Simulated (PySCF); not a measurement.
# CH5BO: NMR shifts and spin-spin couplings at several levels of theory, part 2 of 2

PySCF 2.14.0. Atoms count from 0.

## Step 10: NMR shieldings: PBE0/pcSseg-0

What the job is given:

```
{"job": {"kind": "nmr", "xc": "PBE0", "basis": "pcSseg-0", "pop": true}, "charge": 0, "multiplicity": 1}
B      1.360200     0.054611     0.050210
O      0.180326     0.526814     0.470175
C     -1.055675     0.015364     0.039022
H      1.404335    -0.867472    -0.740956
H      2.350019     0.587417     0.493950
H     -1.624624     0.813758    -0.461477
H     -0.925643    -0.828671    -0.658370
H     -1.633110    -0.322052     0.913095
```

With the program's defaults for keys left out, this is: GIAO PBE0/pcSseg-0 NMR shielding, non-relativistic, gas phase.

The program printed:

```text
coarse grid: 6360 points
cycle   1  E = -140.6932757683  dE =  1.143e-01  |g| = 4.344e-01  |ddm| = 2.384e+00
cycle   2  E = -140.6281337311  dE =  6.514e-02  |g| = 7.420e-01  |ddm| = 9.985e-01
cycle   3  E = -140.7299584587  dE = -1.018e-01  |g| = 2.950e-02  |ddm| = 6.413e-01
cycle   4  E = -140.7301664519  dE = -2.080e-04  |g| = 1.369e-02  |ddm| = 4.511e-02
cycle   5  E = -140.7302195569  dE = -5.311e-05  |g| = 2.485e-03  |ddm| = 1.451e-02
cycle   6  E = -140.7302210147  dE = -1.458e-06  |g| = 5.405e-04  |ddm| = 2.600e-03
final grid: 60488 points
cycle   7  E = -140.7049471457  dE = -6.870e-06  |g| = 3.332e-03  |ddm| = 1.073e-02
cycle   8  E = -140.7049457099  dE =  1.436e-06  |g| = 4.511e-03  |ddm| = 5.410e-03
cycle   9  E = -140.7049495700  dE = -3.860e-06  |g| = 5.905e-04  |ddm| = 3.164e-03
cycle  10  E = -140.7049496454  dE = -7.536e-08  |g| = 6.927e-05  |ddm| = 6.169e-04
cycle  11  E = -140.7049496466  dE = -1.171e-09  |g| = 1.933e-05  |ddm| = 8.799e-05
cycle  12  E = -140.7049496467  dE = -1.234e-10  |g| = 1.272e-06  |ddm| = 2.604e-05
converged SCF energy = -140.7049496467

GIAO shielding tensors (ppm)
atom      isotropic    diamagn.    paramagn.     s11        s22        s33       span
  0 B       55.524     196.104    -140.580     20.074     48.490     98.009     77.936
  1 O      117.520     401.248    -283.728   -156.167    120.264    388.464    544.631
  2 C      124.803     247.380    -122.577     84.257    102.785    187.367    103.110
  3 H       26.692      29.980      -3.288     24.974     27.009     28.092      3.117
  4 H       26.617      29.457      -2.840     25.885     26.323     27.643      1.758
  5 H       28.161      28.513      -0.352     24.601     26.660     33.222      8.621
  6 H       28.667      29.292      -0.625     26.427     27.163     32.411      5.984
  7 H       28.150      28.483      -0.333     24.590     26.666     33.194      8.604
```

It took 2.1 s on 1 thread of Arm Neoverse V1, shared host; peak memory 0.35 GiB.

This run: δ C2 68.7, B0 49.4, O1 220.3, H3 6.18, H5 4.51 ppm (means over like atoms).

## Step 11: Spin-spin couplings: HF/pcJ-1

Same as in step 10 but for these lines:

```diff
@@ -1,2 +1,2 @@
-{"job": {"kind": "nmr", "xc": "PBE0", "basis": "pcSseg-0", "pop": true}, "charge": 0, "multiplicity": 1}
+{"job": {"kind": "j", "xc": "HF", "basis": "pcJ-1"}, "charge": 0, "multiplicity": 1}
 B      1.360200     0.054611     0.050210
```

With the program's defaults for keys left out, this is: HF/pcJ-1 indirect spin-spin coupling, non-relativistic, gas phase.

The program printed:

```text
final grid: 60488 points
cycle   1  E = -140.2873304005  dE =  2.419e-01  |g| = 4.876e-01  |ddm| = 1.942e+00
cycle   2  E = -140.3325635821  dE = -4.523e-02  |g| = 2.727e-01  |ddm| = 3.864e-01
cycle   3  E = -140.3449533382  dE = -1.239e-02  |g| = 5.383e-02  |ddm| = 1.645e-01
cycle   4  E = -140.3457044882  dE = -7.511e-04  |g| = 1.120e-02  |ddm| = 4.937e-02
cycle   5  E = -140.3457417023  dE = -3.721e-05  |g| = 2.260e-03  |ddm| = 1.305e-02
cycle   6  E = -140.3457435516  dE = -1.849e-06  |g| = 5.242e-04  |ddm| = 2.957e-03
cycle   7  E = -140.3457436748  dE = -1.232e-07  |g| = 1.319e-04  |ddm| = 9.435e-04
cycle   8  E = -140.3457436835  dE = -8.690e-09  |g| = 3.064e-05  |ddm| = 2.718e-04
cycle   9  E = -140.3457436841  dE = -6.441e-10  |g| = 7.051e-06  |ddm| = 7.270e-05
converged SCF energy = -140.3457436841

Indirect spin-spin couplings (Hz)
  i      j    bonds     total        FC       PSO       DSO        SD
  0 B    1 O    1    -22.934   -29.520     6.852    -0.071    -0.195
  0 B    2 C    2     -4.543    -4.292    -0.092    -0.169     0.009
  0 B    3 H    1    157.393   157.659    -1.069     0.646     0.157
  0 B    4 H    1    172.740   172.892    -0.972     0.601     0.220
  0 B    5 H    3      3.430     3.581     0.602    -0.746    -0.007
  0 B    6 H    3      5.231     5.537    -0.166    -0.102    -0.038
  0 B    7 H    3      3.802     3.946     0.626    -0.764    -0.005
  1 O    2 C    1     -2.794    -0.120    -0.974    -0.088    -1.612
  1 O    3 H    2      3.475     2.473     0.828     0.195    -0.021
  1 O    4 H    2    -14.921   -15.851     0.786     0.131     0.013
  1 O    5 H    2     -4.356    -4.072    -0.639     0.162     0.193
  1 O    6 H    2      0.645     0.903    -0.645     0.220     0.167
  1 O    7 H    2     -4.636    -4.357    -0.631     0.161     0.192
  2 C    3 H    3      9.014     9.133     0.024    -0.088    -0.055
  2 C    4 H    3     12.138    12.136     0.493    -0.553     0.062
  2 C    5 H    1    182.141   181.560     0.243     0.621    -0.283
  2 C    6 H    1    176.454   175.858     0.216     0.649    -0.269
  2 C    7 H    1    182.408   181.828     0.240     0.620    -0.280
  3 H    4 H    2     20.879    20.866     1.917    -2.007     0.103
  3 H    5 H    4     -1.005    -0.810     1.147    -1.337    -0.005
  3 H    6 H    4     -1.180    -1.252    -1.341     1.388     0.025
  3 H    7 H    4     -0.974    -0.777     1.198    -1.389    -0.007
  4 H    5 H    4     -1.399    -1.249     1.510    -1.664     0.004
  4 H    6 H    4     -1.278    -1.104     1.390    -1.575     0.011
  4 H    7 H    4     -1.314    -1.165     1.524    -1.677     0.005
  5 H    6 H    2    -24.424   -24.767     2.651    -2.734     0.426
  5 H    7 H    2    -26.499   -26.918     2.662    -2.725     0.483
  6 H    7 H    2    -24.382   -24.722     2.656    -2.740     0.424
```

It took 4.4 s on 1 thread of Arm Neoverse V1, shared host; peak memory 0.48 GiB.

A choice of the couplings up to four bonds, sorted by the number of bonds, with means over like pairs; isotopes 11B, 13C, 1H, 17O:

| pair | bonds | J (Hz) | Fermi contact (Hz) |
| --- | --- | --- | --- |
| C2–H5 | 1 | 180.3 | 179.7 |
| B0–H3 | 1 | 165.1 | 165.3 |
| B0–O1 | 1 | -22.9 | -29.5 |
| O1–C2 | 1 | -2.8 | -0.1 |
| H5–H6 | 2 | -25.1 | -25.5 |
| H3–H4 | 2 | 20.9 | 20.9 |
| O1–H3 | 2 | -5.7 | -6.7 |
| B0–C2 | 2 | -4.5 | -4.3 |
| O1–H5 | 2 | -2.8 | -2.5 |
| C2–H3 | 3 | 10.6 | 10.6 |
| B0–H5 | 3 | 4.2 | 4.4 |
| H3–H5 | 4 | -1.2 | -1.1 |

Means hide unlike values in this fixed geometry: O1–H3 from -14.9 to 3.5 Hz; O1–H5 from -4.6 to 0.6 Hz. They hold only if the pairs exchange fast.

Quadrupole couplings from the field gradients of the same density:

| atom | isotope | eQq/h (MHz) | η |
| --- | --- | --- | --- |
| O1 | 17O | -9.038 | 0.24 |
| B0 | 11B | 4.159 | 0.28 |

Joined with the shifts from before (PBE0/6-31G*, unscaled), the couplings predict the line list below for 400 MHz. Couplings to quadrupolar nuclei are left out.

1H NMR δ 5.34 (br, 2H), 4.00 (t, J = 1.2 Hz, 3H).

## Step 12: Comparing the runs: NMR shifts

Shifts (ppm), means over like atoms, with basis size and wall time:

| run | C2 | H3 | H5 | B0 | O1 | functions | time |
| --- | --- | --- | --- | --- | --- | --- | --- |
| PBE0/6-31G* | 60.4 | 5.34 | 4.00 | 42.3 | 173.5 | 52 | 2.7 s |
| PBE0/6-311+G(2d,p) | 62.6 | 5.30 | 4.01 | 45.5 | 196.1 | 111 | 5.4 s |
| PBE0/def2-SVP | 60.4 | 5.11 | 3.90 | 43.7 | 197.8 | 67 | 3.1 s |
| PBE0/def2-TZVP | 63.5 | 5.31 | 3.98 | 45.8 | 204.9 | 123 | 6.2 s |
| PBE0/cc-pVDZ | 61.2 | 5.21 | 4.00 | 44.3 | 202.5 | 67 | 3.3 s |
| PBE0/cc-pVTZ | 63.2 | 5.16 | 3.99 | 45.3 | 205.1 | 160 | 8.3 s |
| PBE0/aug-cc-pVDZ | 60.7 | 5.42 | 4.11 | 44.6 | 190.2 | 114 | 5.5 s |
| PBE0/IGLO-III | 64.8 | 5.25 | 4.01 | 48.3 | 202.4 | 155 | 8 s |
| PBE0/pcSseg-0 | 68.7 | 6.18 | 4.51 | 49.4 | 220.3 | 37 | 2.1 s |

## Step 13: Outcome

The summary covers parts 1 to 2.

```
                                                            quantity                                           value
                                13C shifts against TMS (PBE0/6-31G*)                                        60.4 ppm
1H shifts against TMS (PBE0/6-31G*, means over atoms taken as alike)                                  5.34, 4.00 ppm
                           11B shifts against BF3·OEt2 (PBE0/6-31G*)                                        42.3 ppm
                                17O shifts against H2O (PBE0/6-31G*)                                       173.5 ppm
                            largest coupling of the table (HF/pcJ-1)  1J(C,H) C2–H5, 180.3 Hz (mean over like pairs)
                                            range of the shift of O1                              173.5 to 220.3 ppm
```

In words: Single values in the summary come from the first sound run of each kind (PBE0/6-31G*; HF/pcJ-1), which need not be the best level. At PBE0/6-31G*: Shielding is most anisotropic at O1 (span 441 ppm, paramagnetic term -235 ppm). Hartree-Fock holds no correlation and is known to exaggerate Fermi-contact couplings, so these values are no estimate of measured ones. Of the pairs tabulated at HF/pcJ-1, C2–H5 (mean over like pairs) couples most strongly (180.3 Hz; Fermi contact 179.7 Hz). Across the 9 runs the shift of O1 moves most, between 173.5 (PBE0/6-31G*) and 220.3 ppm (PBE0/pcSseg-0).
